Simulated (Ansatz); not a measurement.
A made-up structure of CH2BO (charge -1), singlet:

B1  (0.843, -1.093, 0.668)
C2  (-0.018, -0.214, 0.081)
O3  (-0.872, 0.613, -0.484)
H4  (-1.508, 1.216, -0.899)
H5  (1.865, -0.571, 0.738)
(Å)

It is relaxed with PBE-D4/def2-SVPD and then PBE0-D4/def2-TZVPD (Ansatz 0.2.0). Atoms count as bonded within 1.22 times the sum of their covalent radii (H–H: 0.88 Å). The end point is not checked to be a true minimum.

Problem. Does its bonding change? (A judgement: the text doesn't fix the answer.)

Solution. Computed: No: no bond forms or breaks.

Where it ends: The first stage lowers the energy by 2.03 eV in 17 steps. It ends as CH₂BO ([BH][C][OH]), total charge -1:
| atom | x (Å) | y (Å) | z (Å) |
| --- | --- | --- | --- |
| B1 | 0.9720 | -0.5727 | 0.4951 |
| C2 | 0.0676 | 0.2038 | -0.0621 |
| O3 | -0.8465 | 1.0328 | -0.6421 |
| H4 | -1.6775 | 0.5529 | -0.6826 |
| H5 | 1.7942 | -1.2645 | 0.9954 |

Labels in which every atom is bracketed show which atoms are joined, not bond orders.

For scale, one of the runs: PBE0-D4/def2-TZVPD relaxation, 132 basis functions, launched by `ansatz run in.yaml --threads 2 --pin off --events-out ev --progress --plain --max-ram 4352MiB`. Hardware: 2 CPU threads of an Arm Neoverse V1, shared host. Wall time about 14 s.
